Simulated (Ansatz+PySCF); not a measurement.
Results of a calculation; reference values are marked as such.
A run of PySCF 2.14.0 on singlet BH at this shape:

```xyz
2

B     0.0000    0.0000   -0.2254
H     0.0000    0.0000    1.1271
```

Its results:

| Quantity | Value |
| --- | --- |
| Converged | yes |
| Total energy | -25.09395 hartree |
| Spin squared of the determinant | 0.000 |
| Cycles | 7 |

Problem. Which input gives this output? Name the method, the orbitals and the basis set, and write the input.

Solution. RHF in def2-SVP. An unrestricted run that stays on the closed shell gives the same numbers.

```python
from pyscf import gto, scf

mol = gto.M(atom="""
B 0.000000 0.000000 -0.225420
H 0.000000 0.000000 1.127120
""", basis='def2-svp', charge=0, spin=0)
mf = scf.RHF(mol)
mf.kernel()
print(mf.converged, mf.e_tot, mf.spin_square()[0])
```
